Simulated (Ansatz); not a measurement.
**Si2H6 (singlet): the correlation ladder at distance Si1–H5 along a hydrogen transfer = 1.859 Å, cc-pVDZ**

The task here is to estimate one member of a computed series from the others.

Computed with Ansatz 0.2.0, Gaussian basis. Level: cc-pVDZ, core rule «outside noble gas», up to 10 orbitals frozen.

To be run: UHF; CCSD(T) on RHF; CCSD(T) on UHF; BCCD(T) on RHF; CISD; CCSDT(Q) on RHF; CASSCF and NEVPT2, 2 electrons in 2 orbitals; CASSCF and NEVPT2, 8 electrons in 8 orbitals.

5 further runs of the same task are left out: 4 that didn't finish, 1 set aside as unsound or not needed.

## The system

The geometry derives from fragments relaxed apart (PBE0/def2-TZVP) and kept rigid, so it is no stationary point. A hydrogen atom is moved between rigid fragments.

8 atoms, charge 0, spin multiplicity 1.

Atoms are counted from 1 here; the program's logs count them from 0.

Bond lengths: Si1–H2 1.485 Å, Si1–H3 1.485 Å, Si1–H4 1.485 Å, H5–Si6 1.440 Å, Si6–H7 1.526 Å, Si6–H8 1.526 Å. Angles: H2–Si1–H3 109.5°, H2–Si1–H4 109.5°, H3–Si1–H4 109.5°, H5–Si6–H7 113.7°, H5–Si6–H8 113.7°, H7–Si6–H8 91.2°.

Set-up of the first run:

in.yaml reads:

```yaml
crystal:
  periodic: [false, false, false]
  atoms:
    - {symbol: Si, position_ang: [-1.621956, 0.028327, 0.000000]}
    - {symbol: H, position_ang: [-2.116828, 1.428035, 0.000001]}
    - {symbol: H, position_ang: [-2.116827, -0.671527, 1.212183]}
    - {symbol: H, position_ang: [-2.116828, -0.671527, -1.212182]}
    - {symbol: H, position_ang: [0.237044, 0.028327, 0.000000]}
    - {symbol: Si, position_ang: [1.677044, 0.028327, 0.000000]}
    - {symbol: H, position_ang: [2.289225, -0.845957, 1.090012]}
    - {symbol: H, position_ang: [2.289224, -0.845957, -1.090013]}
basis:
  gaussian: {orbitals: cc-pVDZ}
magnetization: {spin_polarized: true, initial_magnetization: 0}
hamiltonian: {xc: hf}
output: {orbitals: {seedname: orbitals}}
```

Started as:

```sh
$ ansatz run in.yaml --threads 1 --pin off --events-out ev --progress --plain --max-ram 2393MiB
```

Among the steps run: UHF; CCSD(T) on RHF; CCSD(T) on UHF; BCCD(T) on RHF; CISD; CCSDT(Q) on RHF; CASSCF and NEVPT2, 2 electrons in 2 orbitals; CASSCF and NEVPT2, 8 electrons in 8 orbitals.

One of the session's tables, all rows but one given; the rest of the session is left out.

It belongs to the step «Misses and costs». 

| method | from RCCSDT(Q) (meV) |
| --- | --- |
| RHF | +8028.2 |
| UHF | +7581.2 |
| RMP2 | +1873.7 |
| UMP2 | +1985.6 |
| CISD | +1220.7 |
| RCCSD | +331.2 |
| UCCSD | +371.6 |
| RCCSD(T) | +73.7 |
| UCCSD(T) | +151.6 |
| BCCD(T) | +76.7 |
| RCCSDT | +18.7 |
| RCCSDT(Q) | 0 |
| CASSCF pair | +7287.5 |
| NEVPT2 pair | +1637.1 |
| CASSCF frontier | +6026.0 |
| NEVPT2 frontier | ? |

Estimate the missing values for NEVPT2 frontier.

The run gave: from RCCSDT(Q) (meV): +1578.1. In the column «from RCCSDT(Q) (meV)» it lies between CISD (+1220.7) and NEVPT2 pair (+1637.1).

Limits of these values: The determinant is far from a pure spin state, so its energy mixes those of several spin states (harmless only where they are near-degenerate, as at dissociation). Warnings: restricted reference is unstable; spin contamination; large T1 diagnostic. Restricted and unrestricted rows rest on different reference determinants; where their highest levels disagree by more than a few hundredths of an eV, they describe different states and don't form one ladder.
